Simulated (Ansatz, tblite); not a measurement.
# The cluster CdCl3−: a ladder of methods and basis sets

An exercise on one series of results from a longer session: the logs are not shown, and one member is left open.

The runs use Ansatz 0.2.0, Gaussian basis; as each input shows.

Levels to be run: GFN1-xTB, GFN2-xTB, PBE-D4/def2-TZVPD, r2SCAN-D4/def2-TZVPD, LC-ωPBE/def2-TZVPD, BHLYP-D4/def2-TZVPD, B97M-V/def2-TZVPD, revPBE-D4/def2-TZVPD, HSE06-D4/def2-TZVPD, PBE-D4/def2-SVPD, PBE0-D4/def2-SVPD, CCSD(T)/def2-TZVPD, RPA/def2-TZVPD.

4 further runs of the same task are left out: 4 set aside as unsound or not needed. Runs told in other sessions of the task aren't counted.

### The structure

The geometry is that of the singlet, from an earlier relaxation (PBE0-D4/def2-SVPD). At that level it is the lowest of the isomers that a small search found.

4 atoms, charge -1, spin multiplicity 1.

Bond lengths: Cd1–Cl2 2.422 Å, Cd1–Cl3 2.421 Å, Cd1–Cl4 2.421 Å. Angles: Cl2–Cd1–Cl3 120.0°, Cl2–Cd1–Cl4 120.0°, Cl3–Cd1–Cl4 120.0°.

Cd takes a core potential in the def2 sets. No spin-orbit coupling is included. The ion is computed in the gas phase, without counter-ions or solvent.

PBE0-D4/def2-TZVPD was run before; its log isn't repeated, and its numbers join the tables.

The first run:

Tight binding, by tblite at 300 K electronic temperature and without a spin-polarisation term:

```python
tblite.interface.Calculator('GFN1-xTB', numbers, positions, charge=-1, uhf=0).singlepoint()
```

Tight binding, by tblite at 300 K electronic temperature and without a spin-polarisation term:

```python
tblite.interface.Calculator('GFN2-xTB', numbers, positions, charge=-1, uhf=0).singlepoint()
```

start.molden holds the orbitals of an earlier run on this state, given as this run's starting guess.

Contents of in.yaml:

```yaml
crystal:
  periodic: [false, false, false]
  atoms:
    - {symbol: Cd, position_ang: [0.000249, -0.000261, 0.000658]}
    - {symbol: Cl, position_ang: [0.068500, 2.419634, 0.061377]}
    - {symbol: Cl, position_ang: [-2.126928, -1.153288, 0.096735]}
    - {symbol: Cl, position_ang: [2.058188, -1.266095, -0.158770]}
basis:
  gaussian: {orbitals: def2-TZVPD, initial_orbitals: start.molden}
total_charge: -1
hamiltonian: {xc: pbe, dispersion: d4}
scf: {omitted_lower_state_checks: [starts]}
output: {orbitals: {seedname: orbitals}}
```

The run is started by

```sh
$ ansatz run in.yaml --threads 4 --pin off --events-out ev --progress --plain --max-ram 3916MiB
```

Among the steps run: PBE-D4/def2-TZVPD; r2SCAN-D4/def2-TZVPD; LC-ωPBE/def2-TZVPD; BHLYP-D4/def2-TZVPD; B97M-V/def2-TZVPD; revPBE-D4/def2-TZVPD; HSE06-D4/def2-TZVPD; PBE-D4/def2-SVPD; PBE0-D4/def2-SVPD; CCSD(T)/def2-TZVPD; RPA/def2-TZVPD.

One table of the session follows, with a row left open; its other results are not shown here.

It belongs to the step «Levels side by side». 

| level | HOMO (eV) | LUMO (eV) | gap (eV) |
| --- | --- | --- | --- |
| PBE-D4/def2-SVPD | -2.87 | 1.52 | 4.40 |
| PBE-D4/def2-TZVPD | -2.80 | 1.59 | 4.39 |
| revPBE-D4/def2-TZVPD | ? | ? | ? |
| r2SCAN-D4/def2-TZVPD | -3.11 | 1.88 | 4.99 |
| B97M-V/def2-TZVPD | -3.20 | 1.73 | 4.92 |
| PBE0-D4/def2-SVPD | -4.21 | 2.36 | 6.57 |
| PBE0-D4/def2-TZVPD | -4.13 | 2.42 | 6.55 |
| HSE06-D4/def2-TZVPD | -3.73 | 2.06 | 5.79 |
| BHLYP-D4/def2-TZVPD | -5.33 | 3.13 | 8.47 |
| LC-ωPBE/def2-TZVPD | -6.85 | 4.31 | 11.16 |

Q: Estimate the row for revPBE-D4/def2-TZVPD from the others.

The run gave: HOMO (eV): -2.74; LUMO (eV): 1.70; gap (eV): 4.44. In the column «HOMO (eV)» it is the highest.
